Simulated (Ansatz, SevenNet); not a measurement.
Zinc-blende CdSe: bulk modulus B0 by level of theory

No measured value is used here.

```csv
level (code),value (GPa),cell (Å³/atom)
SevenNet-l3i5,44.5,29.94
PBE (Ansatz),44.8,29.73
rVV10 (Ansatz),46.5,29.88
r²SCAN+rVV10 (Ansatz),54.1,28.39
r²SCAN0 (Ansatz),54.7,28.50
Hartree–Fock (Ansatz),47.3,31.26
```

Hartree–Fock: the cell is over a tenth larger than the published one: the level's own overestimate first of all, though another phase or state, or a fault of the published cell, is possible. Each level is taken at its own relaxed cell. Cutoffs and k meshes differ between the levels. Ansatz's density-functional and Hartree–Fock values are scalar-relativistic unless marked +SOC, with PAW data made under PBE.

Machine-learned potentials (SevenNet-l3i5) are trained on DFT data: a solid inside that data is no test of them.

Ansatz is a first-principles code.
